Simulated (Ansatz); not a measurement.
# CH₃BN radical (SMILES BC=[N]): functionals against CCSD(T) at one geometry

The task here is to estimate one member of a computed series from the others.

Computed with Ansatz 0.2.0, Gaussian basis. Level: single points in def2-TZVPP.

Correlated methods freeze the cores. Orbitals are unrestricted.

## The starting structure

SMILES `BC=[N]`, 6 atoms, charge 0, spin multiplicity 2.

Atoms are counted from 1 here; the program's logs count them from 0.

Bond lengths: B1–C2 1.568 Å, B1–H4 1.173 Å, B1–H5 1.164 Å, C2–N3 1.184 Å, C2–H6 1.113 Å. Angles: C2–B1–H4 119.7°, C2–B1–H5 119.0°, H4–B1–H5 121.3°, B1–C2–N3 120.1°, B1–C2–H6 114.3°, N3–C2–H6 125.2°.

As a file:

```
B    -0.6110    0.2190   -0.4326
C     0.6413   -0.2310    0.3977
N     0.5941   -1.2118    1.0594
H    -1.5575   -0.4719   -0.4788
H    -0.5839    1.2447   -0.9826
H     1.4816    0.4990    0.3927
```

The first run:

Contents of run/in.yaml:

```yaml
crystal:
  periodic: [false, false, false]
  atoms:
    - {symbol: B, position_ang: [-0.611000, 0.219000, -0.432600]}
    - {symbol: C, position_ang: [0.641300, -0.231000, 0.397700]}
    - {symbol: N, position_ang: [0.594100, -1.211800, 1.059400]}
    - {symbol: H, position_ang: [-1.557500, -0.471900, -0.478800]}
    - {symbol: H, position_ang: [-0.583900, 1.244700, -0.982600]}
    - {symbol: H, position_ang: [1.481600, 0.499000, 0.392700]}
basis:
  gaussian: {orbitals: def2-TZVPP}
magnetization: {spin_polarized: true, initial_magnetization: 1}
correlation: {method: ccsd_t}
scf: {omitted_lower_state_checks: [cluster_reference]}
output: {forces: true}
```

No record of the launch command was kept for these runs.

Among the steps run: CCSD(T)/def2-TZVPP; PBE0-D4/def2-TZVPP; wB97M-V/def2-TZVPP; r2SCAN-D4/def2-TZVPP; PBE-D4/def2-TZVPP; r2SCANh-D4/def2-TZVPP; wB97X-V/def2-TZVPP.

One of the session's tables, all rows but one given; the rest of the session is left out.

| method | RMS force component (eV/Å) | angle to CCSD(T) forces (°) | dipole (D) |
| --- | --- | --- | --- |
| CCSD(T) | 2.012 | reference | 2.18 |
| PBE0-D4 | 1.729 | 2.9 | 2.16 |
| wB97M-V | ? | ? | ? |
| r2SCAN-D4 | 1.773 | 2.3 | 2.14 |
| PBE-D4 | 1.889 | 4.5 | 2.11 |
| r2SCANh-D4 | 1.727 | 2.4 | 2.15 |
| wB97X-V | 1.772 | 2.0 | 2.23 |

Estimate the missing values for wB97M-V.

**Answer.** RMS force component (eV/Å): 1.683; angle to CCSD(T) forces (°): 1.9; dipole (D): 2.18. In the column «RMS force component (eV/Å)» it is the lowest.

To keep in mind: The unrestricted reference is spin-contaminated, which hurts MP2 most.
